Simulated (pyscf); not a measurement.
Thermochemistry of product channels of `[OH][Hf]([OH])([F])[F]` + `[H]` [doublet] on the doublet surface, in kcal/mol, from ωB97M-D3(BJ)/def2-TZVP energies (ideal gas, 1 atm, RRHO with modes under 100 cm⁻¹ raised to 100, one conformer, R ln 2 for chiral ones without a mode under 150 cm⁻¹). Optimised with ωB97X-D3(BJ)/def2-SVP in PySCF.

```tsv
products	ΔE	ΔH(298 K)	ΔG(298 K)	ΔG(600 K)
`[O][Hf]([OH])([F])[F]` [doublet] + `[H][H]`	+21.1	+20.8	+19.6	+18.5
`[OH][Hf]([OH])[F]` [doublet] + `[FH]`	…	+24.7	+21.9	…
```

Q: Some entries are withheld; supply them.

A: 
- `[OH][Hf]([OH])[F]` [doublet] + `[FH]`, ΔE: +20.4
- `[OH][Hf]([OH])[F]` [doublet] + `[FH]`, ΔG(600 K): +19.5

These are energies of the channels, which say nothing of barriers. Open-shell species with a d-block atom are single-reference here; other states, and whether the spin sits on metal or ligand, were not checked. Elements past Kr carry the def2 core potentials, without spin-orbit coupling.
